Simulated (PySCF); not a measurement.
PySCF input (PBE/pcseg-0):

```python
import numpy as np, basis_set_exchange as bse
from pyscf import gto, scf, dft, df, tdscf

basis = {'O': gto.basis.parse(bse.get_basis('pcseg-0', elements=['O'], fmt='nwchem')), 'Si': gto.basis.parse(bse.get_basis('pcseg-0', elements=['Si'], fmt='nwchem'))}
mol = gto.M(
    atom='''
    Si   -0.00000000   -0.00000000   -0.55023073
    O     0.00000000    0.00000000    0.96290378
    ''',
    basis=basis,
    charge=0,
    verbose=4,
    max_memory=2160,
)
mf = dft.RKS(mol, xc='pbe')
mf.grids.level = 3
mf = mf.density_fit(auxbasis=df.autoaux(mol))
mf.conv_tol = 1e-9
mf.max_cycle = 100
print('smallest overlap eigenvalue', np.linalg.eigvalsh(mol.intor('int1e_ovlp'))[0])
mf.kernel()
dip = mf.dip_moment()
td = tdscf.TDA(mf)
td.nstates = 4
td.kernel()
td.analyze()
osc = td.oscillator_strength()
```

Output:

```
PySCF version 2.14.0

[INPUT] verbose = 4
[INPUT] num. atoms = 2
[INPUT] num. electrons = 22
[INPUT] charge = 0
[INPUT] spin (= nelec alpha-beta = 2S) = 0
[INPUT] symmetry False subgroup None
[INPUT] Mole.unit = angstrom
[INPUT] Symbol           X                Y                Z      unit          X                Y                Z       unit  Magmom
[INPUT]  1 Si     0.000000000000   0.000000000000  -0.550230730000 AA    0.000000000000   0.000000000000  -1.039785385020 Bohr   0.0
[INPUT]  2 O      0.000000000000   0.000000000000   0.962903780000 AA    0.000000000000   0.000000000000   1.819624428508 Bohr   0.0

nuclear repulsion = 39.1689220167479
number of shells = 12
number of NR pGTOs = 42
number of NR cGTOs = 22
basis = {'O': [[0, [864.9, 0.0203617], [130.531, 0.142109], [29.2551, 0.5], [7.76965, 0.633334]], [0, [0.869788, 1.0]], [0, [0.269783, 1.0]], [1, [8.30553, 0.131199], [1.69516, 0.5]], [1, [0.357951, 1.0]]], 'Si': [[0, [6890.54, 0.00575535], [1036.76, 0.0430578], [235.605, 0.193401], [65.7222, 0.5], [20.5033, 0.454881]], [0, [2.99923, 0.5], [1.07285, 0.274557]], [0, [0.226898, 1.0]], [0, [0.0835968, 1.0]], [1, [95.1996, 0.028651], [21.9339, 0.17145], [6.49656, 0.455919], [2.00737, 0.5]], [1, [0.4809, 1.0]], [1, [0.120188, 1.0]]]}
ecp = {}
ETB for Si: l = 0, exps = 0.1671936 * 1.8^n , n = 0..17
ETB for Si: l = 1, exps = 0.2037848 * 1.8^n , n = 0..13
ETB for Si: l = 2, exps = 0.240376 * 1.8^n , n = 0..9
ETB for O: l = 0, exps = 0.539566 * 1.8^n , n = 0..13
ETB for O: l = 1, exps = 0.627734 * 1.8^n , n = 0..10
ETB for O: l = 2, exps = 0.715902 * 1.8^n , n = 0..6
smallest overlap eigenvalue 0.07085708959401575

******** <class 'pyscf.df.df_jk.DFRKS'> ********
method = DFRKS
initial guess = minao
damping factor = 0
level_shift factor = 0
DIIS = <class 'pyscf.scf.diis.CDIIS'>
diis_start_cycle = 1
diis_space = 8
diis_damp = 0
SCF conv_tol = 1e-09
SCF conv_tol_grad = None
SCF max_cycles = 100
direct_scf = False
XC library pyscf.dft.libxc version 7.1.2
    S. Lehtola, C. Steigemann, M. J. T. Oliveira, and M. A. L. Marques,  SoftwareX 7, 1–5 (2018)
XC functionals = pbe
    J. P. Perdew, K. Burke, and M. Ernzerhof,  Phys. Rev. Lett. 77, 3865 (1996)
    J. P. Perdew, K. Burke, and M. Ernzerhof,  Phys. Rev. Lett. 78, 1396 (1997)
    J. P. Perdew, K. Burke, and M. Ernzerhof,  Phys. Rev. Lett. 77, 3865 (1996)
    J. P. Perdew, K. Burke, and M. Ernzerhof,  Phys. Rev. Lett. 78, 1396 (1997)
radial grids:
    Treutler-Ahlrichs [JCP 102, 346 (1995); DOI:10.1063/1.469408] (M4) radial grids

becke partition: Becke, JCP 88, 2547 (1988); DOI:10.1063/1.454033
pruning grids: <function nwchem_prune>
grids dens level: 3
symmetrized grids: False
atomic radii adjust function: <function treutler_atomic_radii_adjust>
small_rho_cutoff = 0
Set gradient conv threshold to 3.16228e-05
Initial guess from minao.
tot grids = 33264
init E= -363.977861617094
  HOMO = -0.293465057081819  LUMO = -0.100716027230503  gap/eV = 5.24497
cycle= 1 E= -363.681524236947  delta_E= 0.296  |g|= 1.04  |ddm|= 1.69
  HOMO = -0.0282042058831611  LUMO = 0.0947440104162154  gap/eV = 3.34559
cycle= 2 E= -359.519875038404  delta_E= 4.16  |g|= 3.28  |ddm|= 5.12
  HOMO = -0.26917906947618  LUMO = -0.0880224158986993  gap/eV = 4.92952
cycle= 3 E= -363.907368048896  delta_E= -4.39  |g|= 0.335  |ddm|=  4.8
  HOMO = -0.272901790192535  LUMO = -0.0942028319788814  gap/eV = 4.86265
cycle= 4 E= -363.942437146176  delta_E= -0.0351  |g|= 0.037  |ddm|= 0.455
  HOMO = -0.268023951915385  LUMO = -0.0917102634327734  gap/eV = 4.79774
cycle= 5 E= -363.942700194682  delta_E= -0.000263  |g|= 0.0369  |ddm|= 0.115
  HOMO = -0.268992934162835  LUMO = -0.0926599151223528  gap/eV = 4.79827
cycle= 6 E= -363.942925927721  delta_E= -0.000226  |g|= 0.0209  |ddm|= 0.0176
  HOMO = -0.268386283790648  LUMO = -0.0923169917565788  gap/eV = 4.79109
cycle= 7 E= -363.943024431623  delta_E= -9.85e-05  |g|= 0.00413  |ddm|= 0.0125
  HOMO = -0.268240565702237  LUMO = -0.0922797035163188  gap/eV = 4.78814
cycle= 8 E= -363.943028612574  delta_E= -4.18e-06  |g|= 0.00018  |ddm|= 0.00339
  HOMO = -0.268253283333176  LUMO = -0.092283598470266  gap/eV = 4.78838
cycle= 9 E= -363.943028620115  delta_E= -7.54e-09  |g|= 8.93e-06  |ddm|= 0.000183
  HOMO = -0.268254230281818  LUMO = -0.0922847008775473  gap/eV = 4.78837
cycle= 10 E= -363.943028620136  delta_E= -2.07e-11  |g|= 1.56e-06  |ddm|= 1.08e-05
  HOMO = -0.268253892939362  LUMO = -0.0922845102711008  gap/eV = 4.78837
Extra cycle  E= -363.943028620125  delta_E= 1.08e-11  |g|= 7.15e-06  |ddm|= 6.02e-06
converged SCF energy = -363.943028620125
Dipole moment(X, Y, Z, Debye): -0.00000, -0.00000, -2.19707

******** <class 'pyscf.tdscf.rks.TDA'> for <class 'pyscf.df.df_jk.DFRKS'> ********
nstates = 4 singlet
deg_eia_thresh = 1.000e-03
wfnsym = None
conv_tol = 1e-05
eigh lindep = 1e-12
eigh level_shift = 0
eigh max_cycle = 100
chkfile = tmp6vnvozla

Excitation energies (eV)
[5.55338266 5.55338266 5.78325471 6.1451436 ]

** Singlet excitation energies and oscillator strengths **
Excited State   1:      5.55338 eV    223.26 nm  f=0.0668
       8 -> 12       -0.12833
      11 -> 12        0.69426
Excited State   2:      5.55338 eV    223.26 nm  f=0.0668
       8 -> 13       -0.12833
      11 -> 13        0.69426
Excited State   3:      5.78325 eV    214.38 nm  f=0.0000
       9 -> 12        0.49315
      10 -> 13       -0.49315
Excited State   4:      6.14514 eV    201.76 nm  f=0.0000
       9 -> 13        0.49805
      10 -> 12       -0.49805

** Transition electric dipole moments (AU) **
state          X           Y           Z        Dip. S.      Osc.
  1        -0.0746      0.6968      0.0000      0.4911      0.0668
  2         0.6968      0.0746      0.0000      0.4911      0.0668
  3        -0.0000      0.0000     -0.0000      0.0000      0.0000
  4         0.0000     -0.0000      0.0000      0.0000      0.0000

** Transition velocity dipole moments (imaginary part, AU) **
state          X           Y           Z        Dip. S.      Osc.
  1        -0.0013      0.0121     -0.0000      0.0001      0.0005
  2         0.0121      0.0013      0.0000      0.0001      0.0005
  3         0.0000      0.0000      0.0000      0.0000      0.0000
  4         0.0000      0.0000     -0.0000      0.0000      0.0000

** Transition magnetic dipole moments (imaginary part, AU) **
state          X           Y           Z
  1        -1.3692     -0.1466     -0.0000
  2        -0.1466      1.3692      0.0000
  3        -0.0000     -0.0000      0.0000
  4         0.0000      0.0000     -0.0000
```
